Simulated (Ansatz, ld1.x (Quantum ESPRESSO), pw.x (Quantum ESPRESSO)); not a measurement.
**pw.x on fcc H: one setting changed**

Potential: PAW, ld1.x (Quantum ESPRESSO) 7.5, LDA (PW92); core none, reference 1s1; waves: 1s (bound): rcut 1.20, rcutus 1.55 bohr; 1s channel at 0.5 Ry: rcut 1.20, rcutus 1.55 bohr; 2p channel at 0.45 Ry: rcut 1.05, rcutus 1.45 bohr; 2p channel at 2.7 Ry: rcut 1.05, rcutus 1.45 bohr; local part: all-electron potential smoothed inside 1.35 bohr (lloc = -1); core correction: none; augmentation: PSQ, inside the norm-conserving radii.

The reference run (k-mesh 18³, cutoffs 40/360 Ry, Fermi–Dirac 0.01 Ry, mixing_beta 0.4, conv_thr 1e-9, no spin) gives 0.14 GPa at 2.915 Å³/atom, where all-electron LAPW gives -0.13 GPa. This run, with its own iteration cap, changes startingwfc to random.

```
&control
  calculation='scf', prefix='x', pseudo_dir='./', outdir='./tmp', tstress=.true., disk_io='none'
/
&system
  ibrav=0, nat=1, ntyp=1, ecutwfc=40, ecutrho=360, nbnd=7,
  occupations='smearing', smearing='fd', degauss=0.01
/
&electrons
  conv_thr=1e-09, mixing_beta=0.4, electron_maxstep=60, startingwfc='random'
/
ATOMIC_SPECIES
H 1.0 H.UPF
CELL_PARAMETERS angstrom
  0.00000000 1.13379931 1.13379931
  1.13379931 0.00000000 1.13379931
  1.13379931 1.13379931 0.00000000
ATOMIC_POSITIONS crystal
H 0.0000 0.0000 0.0000
K_POINTS automatic
18 18 18 0 0 0
```

```bash
pw.x < H.scf.in > H.scf.out
```

**Question.** How does the run end?

**Answer.** It converges in 6 iterations; the free energy moves by +0.0 meV/atom and the pressure by +0.00 GPa. The result is that of the reference run.

```
Message from routine setup:
     using ibrav=0 with symmetry is DISCOURAGED, use correct ibrav instead
     lattice parameter (alat)  =       3.0301  a.u.
     unit-cell volume          =      19.6714 (a.u.)^3
     number of electrons       =         1.00
     number of Kohn-Sham states=            7
     kinetic-energy cutoff     =      40.0000  Ry
     charge density cutoff     =     360.0000  Ry
     scf convergence threshold =      1.0E-09
     Exchange-correlation= SLA  PW   NOGX NOGC
     number of k points=   195  Fermi-Dirac smearing, width (Ry)=  0.0100
     iteration #  1     ecut=    40.00 Ry     beta= 0.40
     total energy              =      -1.07238138 Ry
     estimated scf accuracy    <       0.00037781 Ry
     iteration #  2     ecut=    40.00 Ry     beta= 0.40
     total energy              =      -1.07216748 Ry
     estimated scf accuracy    <       0.00010162 Ry
     iteration #  3     ecut=    40.00 Ry     beta= 0.40
     total energy              =      -1.07219642 Ry
     estimated scf accuracy    <       0.00000053 Ry
     iteration #  4     ecut=    40.00 Ry     beta= 0.40
     total energy              =      -1.07219614 Ry
     estimated scf accuracy    <       0.00000002 Ry
     iteration #  5     ecut=    40.00 Ry     beta= 0.40
     total energy              =      -1.07219621 Ry
     estimated scf accuracy    <       0.00000001 Ry
     iteration #  6     ecut=    40.00 Ry     beta= 0.40
     the Fermi energy is     4.0907 ev
!    total energy              =      -1.07219621 Ry
     estimated scf accuracy    <          3.6E-10 Ry
     smearing contrib. (-TS)   =      -0.00044535 Ry
     convergence has been achieved in   6 iterations
          total   stress  (Ry/bohr**3)                   (kbar)     P=        1.43
     Message from routine punch:
     Nothing written, as per user request (disk_io='none')
```

The run took about 1.7 s on one core of a shared host (Neoverse-V1, 64 threads, 503 GiB, load 36).
